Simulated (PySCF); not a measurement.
**Deuteron quadrupole couplings in `C/C=C(\[O-])C#N`**

Compound: C4H4NO (charge -1).
Cartesian coordinates in Å at the GFN2-xTB level; atoms count from 1:
```
atom  x, y, z in Å
C1    -1.5346   -0.1485   -0.1004
C2    -0.0589   -0.3803   -0.1886
C3     0.8563    0.5326    0.2701
O4     0.6645    1.6642    0.8155
C5     2.2222    0.0947    0.0805
N6     3.3292   -0.2085   -0.0484
H7    -2.0396   -0.9170    0.5001
H8    -1.6984    0.8203    0.3689
H9    -2.0141   -0.1433   -1.0885
H10    0.2824   -1.3095   -0.6317
```

Level: PBE0/pcSseg-1 (PySCF, non-relativistic); Q(2H) = 0.00286 b; rigid geometry, the same for H and D, with no vibrational averaging.

Task: Rank these positions by the coupling χzz of a deuteron there, largest first.
A. H9 (methyl hydrogen)
B. H8 (methyl hydrogen)
C. H10 (hydrogen on carbon)

Result: C (225 kHz), B (210 kHz), A (206 kHz).

Task: Tabulate Vzz, the asymmetry η and χzz = 234.96 MHz × Q × Vzz for every hydrogen position.

Result: 
```tsv
atom	bonded to	bond length (Å)	Vzz (au)	η	χzz (kHz)
H7	C1	1.098	0.3064	0.00	206
H8	C1	1.089	0.3122	0.02	210
H9	C1	1.098	0.3062	0.00	206
H10	C2	1.085	0.3354	0.16	225
```

Geometry: GFN2-xTB; no solvent, vibrations or thermal averaging. The pcSseg-1 basis has no diffuse functions, a weakness for an anion. GFN2-xTB bond lengths can be off by several hundredths of an ångström, more for odd bonds, and the gradients follow them. The basis is small and wasn't made for field gradients, so the couplings can be 20 % off.

The run behind these numbers computed NMR shieldings as well. Hardware: Arm Neoverse N1, one thread, shared host. Cost: 14 s.
